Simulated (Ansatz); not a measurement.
Fluorite CdF2, treated with r²SCAN+rVV10 (plane waves, PAW; Ansatz, an electronic-structure program).

Settings: plane-wave cutoff 560 eV, 12×12×12 k mesh, Fermi–Dirac smearing 0.01 eV, scalar-relativistic PAW data made under PBE.

Response to compression and expansion:

| V (Å³/atom) | P (GPa) | direct gap at Γ (eV) | smallest gap on the k mesh (eV) |
|---|---|---|---|
| 12.097 | 8.46 | 4.390 | 3.992 |
| 12.355 | 5.30 | 4.347 | 3.916 |
| 12.612 | 2.50 | 4.303 | 3.840 |
| 12.870 | -0.01 | 4.259 | 3.767 |
| 13.127 | -2.23 | 4.214 | 3.695 |
| 13.384 | -4.22 | 4.168 | 3.625 |
| 13.642 | -5.99 | 4.121 | 3.556 |

The fundamental gap (3.77 eV at the equilibrium volume, with added k points) lies elsewhere than Γ–Γ.

Measured, for comparison: band gap 7.8 eV (temperature not stated, not corrected to a static lattice, indirect W–Γ; as tabulated in Cappellini et al. (2013), arXiv:1302.2571).

Spin–orbit coupling is not included.
